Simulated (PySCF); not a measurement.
nitrous oxide anion (N2O), SMILES [N+](#N)[O-] (connectivity only; charge and spin as stated), charge -1, multiplicity 2. Atoms are numbered in the order given.

```xyz
3

N      0.1773    -1.1734     0.0000
N     -0.3326    -0.1039     0.0000
O      0.1358     1.1177     0.0000
```
Charge -1, spin multiplicity 2.

Coordinates come from a B3LYP-D3(BJ)/def2-TZVPD optimisation. The multiplicity is an assumed one; other spin states were not compared.

Two levels are set side by side: PBE/pcH-1 (PySCF) and PBE0/pcH-1 (PySCF). Contact hyperfine couplings, same geometry. Differences are taken from unrounded values.

```csv
quantity,PBE0,PBE,PBE minus PBE0
"A(iso) of 14N, atom N1 (MHz)",18.3,13.5,-4.8
"A(iso) of 14N, atom N2 (MHz)",96.5,103.1,6.6
"A(iso) of 17O, atom O3 (MHz)",-44.3,-56.9,-12.7
```

Rough cost on one machine, each run with all the roots and properties that it gave: PBE0 against PBE within a factor of 2.
